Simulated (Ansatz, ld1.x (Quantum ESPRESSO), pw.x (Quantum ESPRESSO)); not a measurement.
## From atom to crystal: PAW potential for rhenium (Re)

```
Element                 : Re (Z = 75)
Generator               : ld1.x (Quantum ESPRESSO) 7.5
Type                    : PAW
Functional              : PBEsol
Relativity              : scalar-relativistic
Frozen core             : [Kr] 4d10 4f14
Valence charge          : 15
Reference configuration : 5s2 5p6 5d5 6s1 6p0 (charge +1)
Partial waves           : 5s (bound): rcut 1.40, rcutus 1.55 bohr; 6s (bound): rcut 1.40, rcutus 1.55 bohr; 5p (bound): rcut 1.85, rcutus 2.50 bohr; 6p (bound, empty): rcut 1.85, rcutus 2.50 bohr; 5d (bound): rcut 2.40, rcutus 2.55 bohr; 5d channel at -0.1 Ry: rcut 2.40, rcutus 2.55 bohr
Local potential         : all-electron potential smoothed inside 2.05 bohr (lloc = -2)
Core correction         : Bessel-smoothed model core inside 1.55 bohr
Augmentation charge     : BESSEL, radius 1.55 bohr
```

Atomic tests: cutoffs needed: 25 Ry and 40 Ry (the cutoffs (Ry, on a coarse ladder) from which the occupation-weighted sum of valence levels, in a spherical-Bessel basis at the reference potential, stays within 10 and 1 mRy of its value at 400 Ry); ghost test: no extra level below or beside the all-electron valence levels (s, p, d, f tested) (spherical-Bessel basis up to 400 Ry, 20 bohr box); configuration tests: 1 of 7 tests not solved or not reliable.

Crystal test: bcc Re in pw.x 7.5, no spin, 15³ k-points, Fermi–Dirac smearing 0.01 Ry, cutoffs 50/400 Ry. The reference is all-electron LAPW (Ansatz 0.2.0) with the same functional, mesh and smearing; V0 and B0 come from Birch–Murnaghan fits to the pressures at five volumes. Errors are pseudo minus all-electron; Δ is the rms difference of the E(V) curves that follow from these fits, minima aligned, over ±6 % about the mean V0. Mesh and smearing are coarse, so the numbers serve the comparison and aren't converged zero-temperature values; the lattice is a test structure that the element need not adopt.

```json
{"V (Å³/atom)": "13.944", "P all-electron (GPa)": "22.77", "P pseudo (GPa)": "25.04"}
{"V (Å³/atom)": "14.311", "P all-electron (GPa)": "11.06", "P pseudo (GPa)": "13.07"}
{"V (Å³/atom)": "14.678", "P all-electron (GPa)": "0.85", "P pseudo (GPa)": "2.59"}
{"V (Å³/atom)": "15.045", "P all-electron (GPa)": "-8.06", "P pseudo (GPa)": "-6.51"}
{"V (Å³/atom)": "15.412", "P all-electron (GPa)": "-15.82", "P pseudo (GPa)": "-14.39"}
```

All-electron: a0 = 3.087 Å (V0 = 14.71 Å³/atom), B0 = 377.2 GPa.

Pseudopotential: mean pressure error (GPa): +1.80; a0 (Å): 3.092; a0 error (%): +0.15; B0 error (%): +0.1; Δ (meV/atom): 5.6. Atomic configuration tests: 1 of 7 tests not solved or not reliable.

Q: At the middle volume, how do free energy and pressure move when the wave cutoff is lowered (ecutrho held at 400 Ry)?

A:

```tsv
cutoff (Ry)	shift of F (meV/atom)	shift of P (GPa)
22	+241.1	-10.48
30	+46.3	-0.57
40	+10.5	-0.51
```

Input at the middle volume:

```
&control
  calculation='scf', prefix='x', pseudo_dir='./', outdir='./tmp', tstress=.true., disk_io='none'
/
&system
  ibrav=0, nat=1, ntyp=1, ecutwfc=50, ecutrho=400, nbnd=15,
  occupations='smearing', smearing='fd', degauss=0.01
/
&electrons
  conv_thr=1e-09, mixing_beta=0.4, electron_maxstep=70
/
ATOMIC_SPECIES
Re 1.0 Re.UPF
CELL_PARAMETERS angstrom
  -1.54241875 1.54241875 1.54241875
  1.54241875 -1.54241875 1.54241875
  1.54241875 1.54241875 -1.54241875
ATOMIC_POSITIONS crystal
Re 0.0000 0.0000 0.0000
K_POINTS automatic
15 15 15 0 0 0
```

```bash
pw.x < Re.scf.in > Re.scf.out
```

Lines of the output:

```
Message from routine setup:
     using ibrav=0 with symmetry is DISCOURAGED, use correct ibrav instead
     lattice parameter (alat)  =       5.0485  a.u.
     unit-cell volume          =      99.0521 (a.u.)^3
     number of electrons       =        15.00
     number of Kohn-Sham states=           15
     kinetic-energy cutoff     =      50.0000  Ry
     charge density cutoff     =     400.0000  Ry
     scf convergence threshold =      1.0E-09
     Exchange-correlation= SLA  PW   PSX  PSC
     number of k points=   120  Fermi-Dirac smearing, width (Ry)=  0.0100
     iteration #  1     ecut=    50.00 Ry     beta= 0.40
     total energy              =    -785.82778150 Ry
     estimated scf accuracy    <       1.40843151 Ry
     iteration #  2     ecut=    50.00 Ry     beta= 0.40
     total energy              =    -785.92631256 Ry
     estimated scf accuracy    <       0.08602631 Ry
     iteration #  3     ecut=    50.00 Ry     beta= 0.40
     total energy              =    -785.97463652 Ry
     estimated scf accuracy    <       0.00882810 Ry
     iteration #  4     ecut=    50.00 Ry     beta= 0.40
     total energy              =    -785.97866838 Ry
     estimated scf accuracy    <       0.00217428 Ry
     iteration #  5     ecut=    50.00 Ry     beta= 0.40
     total energy              =    -785.98063676 Ry
     estimated scf accuracy    <       0.00006943 Ry
     iteration #  6     ecut=    50.00 Ry     beta= 0.40
     total energy              =    -785.98083169 Ry
     estimated scf accuracy    <       0.00002944 Ry
     iteration #  7     ecut=    50.00 Ry     beta= 0.40
     total energy              =    -785.98083347 Ry
     estimated scf accuracy    <       0.00000182 Ry
     iteration #  8     ecut=    50.00 Ry     beta= 0.40
     total energy              =    -785.98083393 Ry
     estimated scf accuracy    <       0.00000010 Ry
     iteration #  9     ecut=    50.00 Ry     beta= 0.40
     total energy              =    -785.98083396 Ry
     estimated scf accuracy    <       0.00000002 Ry
     iteration # 10     ecut=    50.00 Ry     beta= 0.40
     the Fermi energy is    22.9727 ev
!    total energy              =    -785.98083396 Ry
     estimated scf accuracy    <          9.7E-11 Ry
     smearing contrib. (-TS)   =      -0.00509208 Ry
     convergence has been achieved in  10 iterations
          total   stress  (Ry/bohr**3)                   (kbar)     P=       25.88
     Message from routine punch:
     Nothing written, as per user request (disk_io='none')
```

The run at the middle volume (120 k-points, 10 iterations) took about 18 s on one core of a shared host (Neoverse-V2, 96 threads, 742 GiB, load 39).
